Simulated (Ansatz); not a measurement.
`CO/C=C(\O)Cl`, relaxed with RKS PBE-D4/def2-SVP in Ansatz from a rough embedded geometry. The force threshold is 0.03 eV/Å; the program also tests the step.

Charge 0, multiplicity 1.

Start:

```xyz
11

C    -0.325   -0.773    1.435
O     0.564   -1.291    0.370
C     0.708   -0.541   -0.747
C     0.191    0.747   -1.045
O    -0.696    1.371   -0.250
Cl    0.581    1.404   -2.598
H    -0.272   -1.540    2.214
H    -1.296   -0.695    1.069
H     0.080    0.143    1.786
H     1.379   -1.005   -1.438
H    -0.914    2.180   -0.796
```

```json
{"step": "1", "energy (eV)": "-19784.8135", "largest force (eV/Å)": "3.407", "largest move (Å)": "0.000"}
{"step": "2", "energy (eV)": "-19785.1479", "largest force (eV/Å)": "1.456", "largest move (Å)": "0.067"}
{"step": "3", "energy (eV)": "-19785.2118", "largest force (eV/Å)": "0.368", "largest move (Å)": "0.050"}
{"step": "4", "energy (eV)": "-19785.2167", "largest force (eV/Å)": "0.179", "largest move (Å)": "0.032"}
{"step": "5", "energy (eV)": "-19785.2185", "largest force (eV/Å)": "0.189", "largest move (Å)": "0.029"}
{"step": "6", "energy (eV)": "-19785.2188", "largest force (eV/Å)": "0.303", "largest move (Å)": "0.010"}
{"step": "7", "energy (eV)": "-19785.2188", "largest force (eV/Å)": "0.304", "largest move (Å)": "0.001"}
{"step": "8", "energy (eV)": "-19785.2188", "largest force (eV/Å)": "0.318", "largest move (Å)": "0.002"}
{"step": "9", "energy (eV)": "-19785.2290", "largest force (eV/Å)": "1.032", "largest move (Å)": "0.196"}
{"step": "10 (rejected)", "energy (eV)": "-19785.2245", "largest force (eV/Å)": "0.105", "largest move (Å)": "0.150"}
{"step": "11", "energy (eV)": "-19785.2502", "largest force (eV/Å)": "0.239", "largest move (Å)": "0.075"}
{"step": "12", "energy (eV)": "-19785.2563", "largest force (eV/Å)": "0.121", "largest move (Å)": "0.099"}
{"step": "13 (rejected)", "energy (eV)": "-19785.2554", "largest force (eV/Å)": "0.253", "largest move (Å)": "0.035"}
{"step": "14", "energy (eV)": "-19785.2589", "largest force (eV/Å)": "0.074", "largest move (Å)": "0.017"}
{"step": "15 (rejected)", "energy (eV)": "-19785.2589", "largest force (eV/Å)": "0.036", "largest move (Å)": "0.033"}
{"step": "16", "energy (eV)": "-19785.2592", "largest force (eV/Å)": "0.008", "largest move (Å)": "0.016"}
```

End:

```xyz
11

C    -0.316   -0.796    1.404
O     0.608   -1.216    0.409
C     0.737   -0.500   -0.734
C     0.256    0.729   -1.053
O    -0.380    1.589   -0.213
Cl    0.566    1.358   -2.676
H    -0.288   -1.571    2.194
H    -1.349   -0.728    0.996
H    -0.046    0.189    1.838
H     1.356   -1.027   -1.474
H    -1.143    1.973   -0.690
```

It took 21 s on 4 threads of an Arm Neoverse V1 on a shared host, with 0.16 GiB of host memory at the peak.
